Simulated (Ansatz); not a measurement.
CH$_{3}$BN (SMILES BN=[CH-]) (charge -1), closed shell: a trajectory.

The input file, in.yaml:

```yaml
crystal:
  periodic: [false, false, false]
  atoms:
    - {symbol: B, position_ang: [-0.727080, 0.220930, -0.601120]}
    - {symbol: N, position_ang: [0.374850, -0.090980, 0.078920]}
    - {symbol: C, position_ang: [1.481950, -0.385270, 0.613830]}
    - {symbol: H, position_ang: [-1.457480, -0.642510, -1.037220]}
    - {symbol: H, position_ang: [-1.014440, 1.376580, -0.827950]}
    - {symbol: H, position_ang: [1.342200, -0.478740, 1.773540]}
basis:
  gaussian: {orbitals: cc-pVDZ}
total_charge: -1
hamiltonian: {xc: r2scan, dispersion: d4}
md: {n_steps: 80, timestep: 0.75, temperature: 700, ensemble: nvt_langevin, seed: 562, friction: 0.002, initial_velocities: maxwell_boltzmann}
```

Launched with

```bash
ansatz run in.yaml --threads 2 --pin off --events-out ev --progress --plain --max-ram 3481MiB
```

The run's output (Ansatz 0.2.0):

```
Functional definition: r2SCAN
  name "r2SCAN"
  cite "Furness, Kaplan, Ning, Perdew & Sun, J. Phys. Chem. Lett. 11, 8208 (2020) doi:10.1021/acs.jpclett.0c02405"
  cite "Furness, Kaplan, Ning, Perdew & Sun, J. Phys. Chem. Lett. 11, 9248 (2020) doi:10.1021/acs.jpclett.0c03077"
  parent r2scan
  parameter k0 = 0.174
  parameter k1 = 0.065
  parameter a1 = 4.9479
  exchange = r2scan_x(k0 = k0, k1 = k1, a1 = a1)
  correlation = r2scan_c
706 factors; their error is unknown
mean field evaluation 1: about -3247.8719 eV, gradient 2.0e1 eV
mean field evaluation 2: about -3246.8503 eV, gradient 2.9e1 eV
mean field evaluation 4: about -3249.1506 eV, gradient 1.7e0 eV
mean field evaluation 8: about -3249.1375 eV, gradient 1.3e-1 eV
mean field -3249.13756807 eV, -119.4036032820 hartree, gradient 4.2e-5 eV, S^2 0.000000; 0 other end points of the search recorded, 0 dependent functions left out
the calculation of the forces begins
reference -3249.13757600 eV, -119.4036035736 hartree; 11, 11 occupied and 46, 46 virtual orbitals, 706 factors
md step     0: t =     0.00 fs  T =   583.3 K  F+E_penalty+E_count = -3249.15917914 eV  E_kin = 0.452410 eV  (25 SCF iters)
md step     1: t =     0.75 fs  T =   551.6 K  F+E_penalty+E_count = -3249.12637205 eV  E_kin = 0.427764 eV  (31 SCF iters, 3 dispersion substeps)
md step     2: t =     1.50 fs  T =   457.0 K  F+E_penalty+E_count = -3249.07376253 eV  E_kin = 0.354434 eV  (31 SCF iters, 3 dispersion substeps)
md step     3: t =     2.25 fs  T =   399.5 K  F+E_penalty+E_count = -3249.01595070 eV  E_kin = 0.309838 eV  (31 SCF iters, 3 dispersion substeps)
md step     4: t =     3.00 fs  T =   345.3 K  F+E_penalty+E_count = -3248.96909271 eV  E_kin = 0.267768 eV  (32 SCF iters, 3 dispersion substeps)
md step     5: t =     3.75 fs  T =   317.7 K  F+E_penalty+E_count = -3248.94507113 eV  E_kin = 0.246420 eV  (31 SCF iters, 3 dispersion substeps)
md step     6: t =     4.50 fs  T =   334.1 K  F+E_penalty+E_count = -3248.94689383 eV  E_kin = 0.259144 eV  (31 SCF iters, 3 dispersion substeps)
md step     7: t =     5.25 fs  T =   344.3 K  F+E_penalty+E_count = -3248.97084238 eV  E_kin = 0.267007 eV  (31 SCF iters, 3 dispersion substeps)
md step     8: t =     6.00 fs  T =   405.8 K  F+E_penalty+E_count = -3249.00797569 eV  E_kin = 0.314700 eV  (31 SCF iters, 3 dispersion substeps)
md step     9: t =     6.75 fs  T =   459.2 K  F+E_penalty+E_count = -3249.04103043 eV  E_kin = 0.356144 eV  (30 SCF iters, 3 dispersion substeps)
md step    10: t =     7.50 fs  T =   447.8 K  F+E_penalty+E_count = -3249.04878703 eV  E_kin = 0.347308 eV  (31 SCF iters, 3 dispersion substeps)
md step    11: t =     8.25 fs  T =   431.4 K  F+E_penalty+E_count = -3249.02198022 eV  E_kin = 0.334611 eV  (30 SCF iters, 3 dispersion substeps)
md step    12: t =     9.00 fs  T =   373.7 K  F+E_penalty+E_count = -3248.96749899 eV  E_kin = 0.289808 eV  (31 SCF iters, 3 dispersion substeps)
md step    13: t =     9.75 fs  T =   318.5 K  F+E_penalty+E_count = -3248.90898577 eV  E_kin = 0.247045 eV  (30 SCF iters, 3 dispersion substeps)
md step    14: t =    10.50 fs  T =   298.6 K  F+E_penalty+E_count = -3248.87983606 eV  E_kin = 0.231563 eV  (31 SCF iters, 3 dispersion substeps)
md step    15: t =    11.25 fs  T =   312.3 K  F+E_penalty+E_count = -3248.89483325 eV  E_kin = 0.242187 eV  (31 SCF iters, 3 dispersion substeps)
md step    16: t =    12.00 fs  T =   373.6 K  F+E_penalty+E_count = -3248.93743615 eV  E_kin = 0.289717 eV  (27 SCF iters, 3 dispersion substeps)
md step    17: t =    12.75 fs  T =   431.8 K  F+E_penalty+E_count = -3248.97565049 eV  E_kin = 0.334852 eV  (30 SCF iters, 3 dispersion substeps)
md step    18: t =    13.50 fs  T =   456.3 K  F+E_penalty+E_count = -3248.98517173 eV  E_kin = 0.353852 eV  (30 SCF iters, 3 dispersion substeps)
md step    19: t =    14.25 fs  T =   409.8 K  F+E_penalty+E_count = -3248.96197286 eV  E_kin = 0.317861 eV  (30 SCF iters, 3 dispersion substeps)
md step    20: t =    15.00 fs  T =   337.3 K  F+E_penalty+E_count = -3248.92010883 eV  E_kin = 0.261612 eV  (32 SCF iters, 3 dispersion substeps)
md step    21: t =    15.75 fs  T =   268.0 K  F+E_penalty+E_count = -3248.87693699 eV  E_kin = 0.207822 eV  (32 SCF iters, 3 dispersion substeps)
md step    22: t =    16.50 fs  T =   245.1 K  F+E_penalty+E_count = -3248.84536052 eV  E_kin = 0.190080 eV  (32 SCF iters, 3 dispersion substeps)
md step    23: t =    17.25 fs  T =   240.6 K  F+E_penalty+E_count = -3248.83326441 eV  E_kin = 0.186604 eV  (32 SCF iters, 3 dispersion substeps)
md step    24: t =    18.00 fs  T =   249.3 K  F+E_penalty+E_count = -3248.84637581 eV  E_kin = 0.193369 eV  (32 SCF iters, 3 dispersion substeps)
md step    25: t =    18.75 fs  T =   299.4 K  F+E_penalty+E_count = -3248.88584688 eV  E_kin = 0.232205 eV  (32 SCF iters, 3 dispersion substeps)
md step    26: t =    19.50 fs  T =   368.5 K  F+E_penalty+E_count = -3248.94359594 eV  E_kin = 0.285792 eV  (31 SCF iters, 3 dispersion substeps)
md step    27: t =    20.25 fs  T =   456.4 K  F+E_penalty+E_count = -3249.00166104 eV  E_kin = 0.353982 eV  (31 SCF iters, 3 dispersion substeps)
md step    28: t =    21.00 fs  T =   493.2 K  F+E_penalty+E_count = -3249.03904424 eV  E_kin = 0.382477 eV  (32 SCF iters, 3 dispersion substeps)
md step    29: t =    21.75 fs  T =   511.2 K  F+E_penalty+E_count = -3249.04027625 eV  E_kin = 0.396462 eV  (31 SCF iters, 3 dispersion substeps)
md step    30: t =    22.50 fs  T =   471.8 K  F+E_penalty+E_count = -3249.00215067 eV  E_kin = 0.365905 eV  (31 SCF iters, 3 dispersion substeps)
md step    31: t =    23.25 fs  T =   426.1 K  F+E_penalty+E_count = -3248.94605293 eV  E_kin = 0.330442 eV  (31 SCF iters, 3 dispersion substeps)
md step    32: t =    24.00 fs  T =   381.3 K  F+E_penalty+E_count = -3248.90785277 eV  E_kin = 0.295720 eV  (31 SCF iters, 3 dispersion substeps)
md step    33: t =    24.75 fs  T =   384.0 K  F+E_penalty+E_count = -3248.90471459 eV  E_kin = 0.297782 eV  (31 SCF iters, 3 dispersion substeps)
md step    34: t =    25.50 fs  T =   426.6 K  F+E_penalty+E_count = -3248.92317454 eV  E_kin = 0.330868 eV  (26 SCF iters, 3 dispersion substeps)
md step    35: t =    26.25 fs  T =   422.8 K  F+E_penalty+E_count = -3248.93500040 eV  E_kin = 0.327889 eV  (31 SCF iters, 3 dispersion substeps)
md step    36: t =    27.00 fs  T =   414.0 K  F+E_penalty+E_count = -3248.92105499 eV  E_kin = 0.321059 eV  (31 SCF iters, 3 dispersion substeps)
md step    37: t =    27.75 fs  T =   342.9 K  F+E_penalty+E_count = -3248.87891710 eV  E_kin = 0.265912 eV  (31 SCF iters, 3 dispersion substeps)
md step    38: t =    28.50 fs  T =   256.2 K  F+E_penalty+E_count = -3248.82102244 eV  E_kin = 0.198669 eV  (31 SCF iters, 3 dispersion substeps)
md step    39: t =    29.25 fs  T =   179.2 K  F+E_penalty+E_count = -3248.76352970 eV  E_kin = 0.138978 eV  (32 SCF iters, 3 dispersion substeps)
md step    40: t =    30.00 fs  T =   110.1 K  F+E_penalty+E_count = -3248.72148700 eV  E_kin = 0.085388 eV  (31 SCF iters, 3 dispersion substeps)
md step    41: t =    30.75 fs  T =    87.8 K  F+E_penalty+E_count = -3248.70901782 eV  E_kin = 0.068062 eV  (32 SCF iters, 3 dispersion substeps)
md step    42: t =    31.50 fs  T =   118.8 K  F+E_penalty+E_count = -3248.72926394 eV  E_kin = 0.092126 eV  (31 SCF iters, 3 dispersion substeps)
md step    43: t =    32.25 fs  T =   191.6 K  F+E_penalty+E_count = -3248.77926335 eV  E_kin = 0.148614 eV  (31 SCF iters, 3 dispersion substeps)
md step    44: t =    33.00 fs  T =   287.9 K  F+E_penalty+E_count = -3248.85055758 eV  E_kin = 0.223317 eV  (31 SCF iters, 3 dispersion substeps)
md step    45: t =    33.75 fs  T =   388.2 K  F+E_penalty+E_count = -3248.92395943 eV  E_kin = 0.301101 eV  (31 SCF iters, 3 dispersion substeps)
md step    46: t =    34.50 fs  T =   463.5 K  F+E_penalty+E_count = -3248.97615028 eV  E_kin = 0.359478 eV  (30 SCF iters, 3 dispersion substeps)
md step    47: t =    35.25 fs  T =   469.0 K  F+E_penalty+E_count = -3248.99127294 eV  E_kin = 0.363768 eV  (30 SCF iters, 3 dispersion substeps)
md step    48: t =    36.00 fs  T =   460.3 K  F+E_penalty+E_count = -3248.97471006 eV  E_kin = 0.356995 eV  (30 SCF iters, 3 dispersion substeps)
md step    49: t =    36.75 fs  T =   430.2 K  F+E_penalty+E_count = -3248.95321399 eV  E_kin = 0.333662 eV  (30 SCF iters, 3 dispersion substeps)
md step    50: t =    37.50 fs  T =   431.9 K  F+E_penalty+E_count = -3248.95718949 eV  E_kin = 0.335003 eV  (31 SCF iters, 3 dispersion substeps)
md step    51: t =    38.25 fs  T =   476.6 K  F+E_penalty+E_count = -3248.99181349 eV  E_kin = 0.369643 eV  (28 SCF iters, 3 dispersion substeps)
md step    52: t =    39.00 fs  T =   549.6 K  F+E_penalty+E_count = -3249.03577751 eV  E_kin = 0.426264 eV  (31 SCF iters, 3 dispersion substeps)
md step    53: t =    39.75 fs  T =   567.3 K  F+E_penalty+E_count = -3249.06399286 eV  E_kin = 0.439954 eV  (31 SCF iters, 3 dispersion substeps)
md step    54: t =    40.50 fs  T =   554.2 K  F+E_penalty+E_count = -3249.06107076 eV  E_kin = 0.429794 eV  (31 SCF iters, 3 dispersion substeps)
md step    55: t =    41.25 fs  T =   502.9 K  F+E_penalty+E_count = -3249.02725815 eV  E_kin = 0.390017 eV  (31 SCF iters, 3 dispersion substeps)
md step    56: t =    42.00 fs  T =   431.4 K  F+E_penalty+E_count = -3248.97484117 eV  E_kin = 0.334557 eV  (31 SCF iters, 3 dispersion substeps)
md step    57: t =    42.75 fs  T =   373.8 K  F+E_penalty+E_count = -3248.91828052 eV  E_kin = 0.289892 eV  (31 SCF iters, 3 dispersion substeps)
md step    58: t =    43.50 fs  T =   327.1 K  F+E_penalty+E_count = -3248.87104182 eV  E_kin = 0.253660 eV  (31 SCF iters, 3 dispersion substeps)
md step    59: t =    44.25 fs  T =   281.2 K  F+E_penalty+E_count = -3248.84685330 eV  E_kin = 0.218104 eV  (31 SCF iters, 3 dispersion substeps)
md step    60: t =    45.00 fs  T =   285.8 K  F+E_penalty+E_count = -3248.85087813 eV  E_kin = 0.221688 eV  (31 SCF iters, 3 dispersion substeps)
md step    61: t =    45.75 fs  T =   313.8 K  F+E_penalty+E_count = -3248.88009065 eV  E_kin = 0.243353 eV  (30 SCF iters, 3 dispersion substeps)
md step    62: t =    46.50 fs  T =   365.0 K  F+E_penalty+E_count = -3248.92506150 eV  E_kin = 0.283106 eV  (31 SCF iters, 3 dispersion substeps)
md step    63: t =    47.25 fs  T =   398.6 K  F+E_penalty+E_count = -3248.96924549 eV  E_kin = 0.309122 eV  (32 SCF iters, 3 dispersion substeps)
md step    64: t =    48.00 fs  T =   450.8 K  F+E_penalty+E_count = -3248.99936125 eV  E_kin = 0.349627 eV  (31 SCF iters, 3 dispersion substeps)
md step    65: t =    48.75 fs  T =   470.3 K  F+E_penalty+E_count = -3249.00522578 eV  E_kin = 0.364735 eV  (31 SCF iters, 3 dispersion substeps)
md step    66: t =    49.50 fs  T =   434.2 K  F+E_penalty+E_count = -3248.98719046 eV  E_kin = 0.336742 eV  (31 SCF iters, 3 dispersion substeps)
md step    67: t =    50.25 fs  T =   377.1 K  F+E_penalty+E_count = -3248.96465981 eV  E_kin = 0.292470 eV  (32 SCF iters, 3 dispersion substeps)
md step    68: t =    51.00 fs  T =   386.3 K  F+E_penalty+E_count = -3248.95859292 eV  E_kin = 0.299562 eV  (32 SCF iters, 3 dispersion substeps)
md step    69: t =    51.75 fs  T =   435.4 K  F+E_penalty+E_count = -3248.97537809 eV  E_kin = 0.337662 eV  (27 SCF iters, 3 dispersion substeps)
md step    70: t =    52.50 fs  T =   485.3 K  F+E_penalty+E_count = -3249.00192050 eV  E_kin = 0.376409 eV  (31 SCF iters, 3 dispersion substeps)
md step    71: t =    53.25 fs  T =   485.3 K  F+E_penalty+E_count = -3249.02040682 eV  E_kin = 0.376340 eV  (30 SCF iters, 3 dispersion substeps)
md step    72: t =    54.00 fs  T =   466.2 K  F+E_penalty+E_count = -3249.02190992 eV  E_kin = 0.361592 eV  (30 SCF iters, 3 dispersion substeps)
md step    73: t =    54.75 fs  T =   458.2 K  F+E_penalty+E_count = -3249.01005654 eV  E_kin = 0.355356 eV  (31 SCF iters, 3 dispersion substeps)
md step    74: t =    55.50 fs  T =   429.0 K  F+E_penalty+E_count = -3248.99225304 eV  E_kin = 0.332748 eV  (31 SCF iters, 3 dispersion substeps)
md step    75: t =    56.25 fs  T =   395.0 K  F+E_penalty+E_count = -3248.97331297 eV  E_kin = 0.306344 eV  (31 SCF iters, 3 dispersion substeps)
md step    76: t =    57.00 fs  T =   383.6 K  F+E_penalty+E_count = -3248.95973042 eV  E_kin = 0.297482 eV  (31 SCF iters, 3 dispersion substeps)
md step    77: t =    57.75 fs  T =   382.9 K  F+E_penalty+E_count = -3248.95782263 eV  E_kin = 0.296954 eV  (31 SCF iters, 3 dispersion substeps)
md step    78: t =    58.50 fs  T =   394.5 K  F+E_penalty+E_count = -3248.96930259 eV  E_kin = 0.305937 eV  (31 SCF iters, 3 dispersion substeps)
md step    79: t =    59.25 fs  T =   422.6 K  F+E_penalty+E_count = -3248.99343822 eV  E_kin = 0.327760 eV  (31 SCF iters, 3 dispersion substeps)
md step    80: t =    60.00 fs  T =   483.4 K  F+E_penalty+E_count = -3249.02496553 eV  E_kin = 0.374943 eV  (26 SCF iters, 3 dispersion substeps)
Total energy: -3249.02497358 eV, -119.3994655110 hartree
Atom 0 at    -0.562854     0.360422    -0.626300 Å, force    -1.273665    -0.200126    -2.539765 eV/Å
Atom 1 at     0.490845    -0.143071     0.026804 Å, force     0.234079     0.305955     0.359057 eV/Å
Atom 2 at     1.577093    -0.357004     0.616743 Å, force     0.688689    -0.748643     1.003888 eV/Å
Atom 3 at    -0.948586    -0.170808    -1.765386 Å, force     0.275891     0.243803     1.221307 eV/Å
Atom 4 at    -1.057013     1.450281    -0.414884 Å, force    -0.068623     0.177330     0.402709 eV/Å
Atom 5 at     1.366472    -1.034536     1.556662 Å, force     0.143630     0.221680    -0.447196 eV/Å
Dipole moment:    -0.029615    -0.132907     0.222458 e Å

[the SCF lines of later steps are left out]
```

Hardware: 2 CPU threads of an Arm Neoverse V1, shared host. Wall time about 85 s.
